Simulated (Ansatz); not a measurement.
# BH2+ (singlet): from Hartree-Fock to the top rungs at distance B1–H2 = 2.208 Å, cc-pVQZ

The task here is to estimate one member of a computed series from the others.

Method: cc-pVQZ, core rule «outside noble gas», up to 1 orbitals frozen; program: Ansatz 0.2.0, Gaussian basis.

Plan: UHF; CCSD(T) on RHF; CCSD(T) on UHF; BCCD(T) on RHF; CCSDT(Q) on RHF; CCSDT(Q) on UHF; CASSCF and MRCISD+Q, 4 electrons in 6 orbitals; CASSCF and NEVPT2, 4 electrons in 6 orbitals; Full CI.

## What is computed

The geometry derives from a PBE0/def2-TZVP stationary point (not a proven minimum). One bond is set to the value named and the two fragments are kept rigid.

3 atoms, charge 1, spin multiplicity 1.

Atoms are counted from 1 here; the program's logs count them from 0.

Bond lengths: B1–H3 1.179 Å.

Set-up of the first run:

File in.yaml:

```yaml
crystal:
  periodic: [false, false, false]
  atoms:
    - {symbol: B, position_ang: [0.000000, 0.000000, 0.342940]}
    - {symbol: H, position_ang: [0.000000, 0.000000, -1.865060]}
    - {symbol: H, position_ang: [0.000000, 0.000000, 1.522121]}
basis:
  gaussian: {orbitals: cc-pVQZ}
total_charge: 1
magnetization: {spin_polarized: true, initial_magnetization: 0}
hamiltonian: {xc: hf}
output: {orbitals: {seedname: orbitals}}
```

Started as:

```console
ansatz run in.yaml --threads 1 --pin off --events-out ev --progress --plain --max-ram 4096MiB --backend cpu
```

Steps of the session up to this table: UHF; CCSD(T) on RHF; CCSD(T) on UHF; BCCD(T) on RHF; CCSDT(Q) on RHF; CCSDT(Q) on UHF; CASSCF and MRCISD+Q, 4 electrons in 6 orbitals; CASSCF and NEVPT2, 4 electrons in 6 orbitals; Full CI.

One of the session's tables, all rows but one given; the rest of the session is left out.

```
          method  from FCI (kcal/mol)
             RHF               +72.22
             UHF               +58.25
            RMP2               +19.19
            UMP2               +25.50
           RCCSD                +2.09
           UCCSD                +2.57
        RCCSD(T)                +0.49
        UCCSD(T)                +0.87
         BCCD(T)                +0.47
          RCCSDT                +0.08
          UCCSDT                +0.12
       RCCSDT(Q)                +0.02
       UCCSDT(Q)                +0.03
  CASSCF valence               +20.08
  NEVPT2 valence                    ?
  MRCISD valence                +1.70
MRCISD+Q valence                +1.40
             FCI                    0
```

Estimate the missing values for NEVPT2 valence.

As computed: from FCI (kcal/mol): +7.00. In the column «from FCI (kcal/mol)» it lies between UCCSD (+2.57) and RMP2 (+19.19).

Some runs used a GPU and others CPU threads alone; cost is compared among the GPU runs only.

Among the levels timed on like hardware and quicker than the yardstick, those that no quicker one beats, quickest first: NEVPT2 valence (10 s, +7.00 kcal/mol); MRCISD+Q valence (13 s, +1.40 kcal/mol); UCCSD(T) (14 s, +0.87 kcal/mol); RCCSDT(Q) (15 s, +0.02 kcal/mol).

Limits of these values: The determinant is far from a pure spin state, so its energy mixes those of several spin states (harmless only where they are near-degenerate, as at dissociation). The yardstick is full CI for this spin, exact in this basis with these frozen cores. Of the multireference levels listed MRCISD+Q valence comes nearest in total energy (+1.40 kcal/mol), which doesn't show that its space is the better one. Restricted and unrestricted rows rest on different reference determinants; where their highest levels disagree by more than a few hundredths of an eV, they describe different states and don't form one ladder.
